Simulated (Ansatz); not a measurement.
bcc W, treated with PBEsol (plane waves, PAW; Ansatz, a first-principles code).

Settings: plane-wave cutoff 520 eV, 28×28×28 k mesh, Fermi–Dirac smearing 0.091 eV (set by the program), no spin polarisation, scalar-relativistic PAW data made under PBE.

Computed at the level's own relaxed cell.

### Question
What does this level give for the Young modulus, elastic constant C11, polycrystal shear modulus (Hill average), elastic constant C12 and elastic constant C44?

### Answer

Young modulus: 404 GPa
elastic constant C11: 550 GPa
polycrystal shear modulus (Hill average): 157 GPa
elastic constant C12: 210 GPa
elastic constant C44: 148 GPa

Measured, for comparison: elastic constant C11 533 GPa, elastic constant C12 205 GPa, elastic constant C44 163 GPa (0 K, extrapolated to 0 K; zero-point effects included; as tabulated in Wang et al. (2022), arXiv:2209.12322). Computed (rounded) less measured: elastic constant C11 +3 %, elastic constant C12 +2 %, elastic constant C44 -9 %.

Note: shear constants of such metals converge slowly with the k mesh.

Elastic constants are with the ions relaxed.

Spin–orbit coupling is not included.

Static lattice: no zero-point or thermal effects.

Cost on a shared machine: around 3 core-minutes (rough).
